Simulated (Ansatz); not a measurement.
Relaxation of BCl2H (4 atoms, charge 0, multiplicity 1), to a largest force component of 0.03 eV/Å in at most 50 steps.

Method: RKS r2SCAN/def2-SVP in Ansatz 0.2.0.

```xyz
4
Properties=species:S:1:pos:R:3:forces:R:3
B 0.180 0.000 0.271 1.39 0.00 -0.49
H 0.012 0.000 1.450 -0.16 0.00 0.18
Cl 1.897 0.000 -0.308 -1.23 0.00 0.32
Cl -1.133 0.000 -0.861 -0.01 0.00 -0.01
```

Question: Where does it end, and by what steps?

Answer: It converged. After 3 steps the energy has fallen by 0.050 eV; Cl3 moved furthest, 0.04 Å.

```tsv
step	energy less start (eV)	largest force component (eV/Å)	accepted
0	0.0000	1.390	yes
1	-0.0338	0.904	yes
2	-0.0496	0.200	yes
3	-0.0505	0.021	yes
```

```xyz
4
Properties=species:S:1:pos:R:3
B 0.215 0.000 0.268
H 0.000 0.000 1.448
Cl 1.861 0.000 -0.309
Cl -1.119 0.000 -0.855
```

Whether the end is a true minimum wasn't checked by a vibrational analysis.

Run time: 11 s on 1 thread of Arm Neoverse V1, on a shared host, peak memory 0.11 GiB.
